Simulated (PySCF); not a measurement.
Atoms are numbered as in `[CH2:1]=[CH:2][C:3](=[O:4])[CH:5]=[CH2:6]` (H(Xn): hydrogen on atom n). Ha(C1), Ha(C6) are cis to C3; Hb(C1), Hb(C6) are trans to C3.

GIAO PBE0/pcSseg-1 shifts (PySCF 2.14.0 with density-fitted response routines, gas phase, non-relativistic, equivalent atoms averaged), each against references optimised in the same way as the molecule (TMS, H2O).

On the GFN2-xTB geometry: C3 189.1, C2/C5 142.1, C1/C6 140.8, O4 580.8, Ha(C1)/Ha(C6) 7.11, H(C2)/H(C5) 6.67, Hb(C1)/Hb(C6) 6.20 ppm.

What changes on the PBE0-D3(BJ)/def2-SVP geometry?

Answers


| atoms | δ (ppm) | change |
| --- | --- | --- |
| C3 | 186.4 | -2.7 |
| C2/C5 | 141.3 | -0.8 |
| C1/C6 | 141.3 | +0.5 |
| O4 | 576.7 | -4.1 |
| Ha(C1)/Ha(C6) | 7.08 | -0.03 |
| H(C2)/H(C5) | 6.49 | -0.18 |
| Hb(C1)/Hb(C6) | 6.11 | -0.09 |

Bonds between heavy atoms that differ most (equivalent bonds averaged): C1–C2 1.327 → 1.336 Å, C2–C3 1.481 → 1.490 Å. Mean change of bonds to hydrogen: C–H +0.015 Å.
